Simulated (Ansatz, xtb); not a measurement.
# Two structures of C2HO

We compare a, `[C]#CO`, a doublet, with b, a doublet given by its coordinates. Both are isolated molecules in the gas phase, relaxed with PBE0-D4/def2-TZVP.

a (Å):

```yaml
atoms:
  - { symbol: C, position_ang: [-0.3893, 0.1228, -0.4122] }
  - { symbol: C, position_ang: [0.0541, -0.6353, -1.3438] }
  - { symbol: O, position_ang: [-0.9636, 0.8311, 0.4814] }
  - { symbol: H, position_ang: [-0.5436, 0.7142, 1.3491] }
```

b (Å):

```xyz
4

C    -0.5663   -0.4155   -0.6179
C     0.7132   -0.1654   -0.9416
O    -0.2070   -1.3189   -1.5083
H    -1.5078   -0.2719   -0.1105
```

Close contacts (Å): C1–C2 1.34, C1–O3 1.32, C2–O3 1.58, C1–H4 1.08.

Quicker runs give these differences E(b) − E(a): GFN2-xTB +7.40 kcal/mol; HF/STO-3G −18.25 kcal/mol (at GFN2-xTB geometries); r2SCAN-D4/def2-SVP −3.11 kcal/mol (at GFN2-xTB geometries).

Question: Estimate which is lower in electronic energy at CCSD(T)/def2-TZVPP, and by roughly how much.

Answer: The CCSD(T)/def2-TZVPP calculation puts structure b lower, by 1.65 kcal/mol.

How the difference moves with the method:

```
             level           geometry  E(b) − E(a) (kcal/mol)  departure from the last row (kcal/mol)  job, with rough time for the two
          GFN2-xTB           GFN2-xTB                     +7.40                                   +9.05             optimisation, 0.063 s
         HF/STO-3G           GFN2-xTB                    −18.25                                  −16.60              single point, 0.18 s
r2SCAN-D4/def2-SVP           GFN2-xTB                     −3.11                                   −1.46               single point, 1.8 s
 PBE0-D4/def2-TZVP  PBE0-D4/def2-TZVP                     −3.10                                   −1.46                optimisation, 33 s
     HF/def2-TZVPP  PBE0-D4/def2-TZVP                     +7.19                                   +8.84           part of the CCSD(T) run
    MP2/def2-TZVPP  PBE0-D4/def2-TZVP                     −3.02                                   −1.37           part of the CCSD(T) run
CCSD(T)/def2-TZVPP  PBE0-D4/def2-TZVP                     −1.65                                                        single point, 27 s
```

GFN2-xTB, HF/def2-TZVPP put the two in the other order. The largest departure from CCSD(T)/def2-TZVPP is that of HF/STO-3G, 16.60 kcal/mol.

With harmonic frequencies from PBE0-D4/def2-TZVP (ideal gas, rigid rotor, one conformer each, 298.15 K, 1 atm): on the last row, ΔE + ΔZPE = −1.97, ΔH = −2.34, ΔG = −1.96 kcal/mol.

Open shells are spin-unrestricted, with notable spin contamination under HF/STO-3G. The correlated steps freeze 3 core orbitals. Mirror images aren't counted in ΔG. Programs: Ansatz 0.2.0, xtb 6.7.1; the last row on 2 threads of Arm Neoverse V2 on a shared host.
